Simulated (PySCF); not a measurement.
# Exact mass, isotope pattern and composition

Species: `[C]#CCC` [radical].

Calculated from isotope tables alone.

Question: Molar mass and exact mass?

Answer: For C4H5, with standard atomic weights, 4 × 12.011 + 5 × 1.008 = 53.084 g/mol. From the most abundant isotopes (12C, 1H), 4 × 12.000000 + 5 × 1.007825 = 53.0391 u.

Question: Work out the cluster of the singly charged cation M+, one line a nominal mass.

Answer: 
```
nominal mass  m/z (centroid)  relative intensity
          53         53.0386               100.0
          54         54.0420                 4.4
```

Cut off at 0.1 %. One electron mass, 0.00055 u, is taken off. Abundances used (%; other tables differ somewhat): 12C 98.93, 13C 1.07; 1H 99.9885, 2H 0.0115.

Question: Count the protons, neutrons and electrons of the monoisotopic species, and give its exact less its nominal mass.

Answer: 29 protons, 24 neutrons and 29 electrons; 53.0391 − 53 = +0.0391 u.

Question: What resolving power m/Δm just matches the spacing of the species with one 13C and with one 2H?

Answer: They lie 0.00292 u apart at mass 54.04, so m/Δm is about 18000.

Question: How much CO2 and H2O would complete combustion of 5.00 mg give?

Answer: 94.19 μmol of compound give 16.58 mg CO2 and 4.24 mg H2O.
